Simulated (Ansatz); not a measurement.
A made-up structure of CH₄NSi, doublet:

```
7
angstrom
N -0.1031 -0.9910 -0.0264
C -0.9876 -1.7589 0.3099
Si 0.5794 0.7154 -0.2047
H -1.8914 -1.4053 0.7362
H 0.8510 0.9020 -1.6495
H -0.3173 1.8100 0.2762
H 1.8419 0.7383 0.5710
```

It is relaxed with PBE-D4/def2-SVP and then PBE0-D4/def2-TZVP (Ansatz 0.2.0). Atoms count as bonded within 1.22 times the sum of their covalent radii (H–H: 0.88 Å). The end point is not checked to be a true minimum.

**Question.** Does its bonding change? (A judgement: the text doesn't fix the answer.)

**Answer.** Computed: No: no bond forms or breaks.

Where it ends: The first stage lowers the energy by 0.21 eV in 7 steps. It ends as CH₄NSi ([CH][N][SiH3]):
N1  (-0.024, -0.959, -0.060)
C2  (-0.956, -1.645, 0.304)
Si3  (0.579, 0.661, -0.209)
H4  (-1.924, -1.354, 0.756)
H5  (0.848, 0.897, -1.646)
H6  (-0.386, 1.678, 0.297)
H7  (1.836, 0.732, 0.571)
(Å)

Labels in which every atom is bracketed show which atoms are joined, not bond orders.

For scale, one of the runs: PBE0-D4/def2-TZVP relaxation, 123 basis functions, launched by `ansatz run in.yaml --threads 2 --pin off --events-out ev --progress --plain --max-ram 4352MiB`. Hardware: 2 CPU threads of an Arm Neoverse V2, shared host. Wall time about 22 s.
